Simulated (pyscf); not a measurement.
One four-centre exchange on the singlet surface with elements of a group swapped. ωB97M-D3(BJ)/def2-TZVP, kcal/mol, from the separated reactants. Optimised with ωB97X-D3(BJ)/def2-SVP in PySCF.

```json
[
 {"step": "SnH₂ [singlet] + HCl → Cl–SnH: [singlet] + H₂", "barrier": "[?]", "reaction energy": "[?]", "imaginary mode (i cm⁻¹)": "997"},
 {"step": "SnH₂ [singlet] + HF → F–SnH: [singlet] + H₂", "barrier": "0.0", "reaction energy": "-21.7", "imaginary mode (i cm⁻¹)": "1105"}
]
```

Q: Complete the blanks.

A: 
- SnH₂ [singlet] + HCl → Cl–SnH: [singlet] + H₂, barrier: -2.1
- SnH₂ [singlet] + HCl → Cl–SnH: [singlet] + H₂, reaction energy: -28.6

Row 1: On the reactant side the descent ends in a bound adduct, 9.1 kcal/mol under the separated species and 3.7 kcal/mol under the saddle at ωB97X-D3(BJ)/def2-TZVP. Row 2: On the reactant side the descent ends in a bound adduct, 8.6 kcal/mol under the separated species and 7.2 kcal/mol under the saddle at ωB97X-D3(BJ)/def2-TZVP. Each row is the saddle that its search found. Elements past Kr carry the def2 core potentials, without spin-orbit coupling.
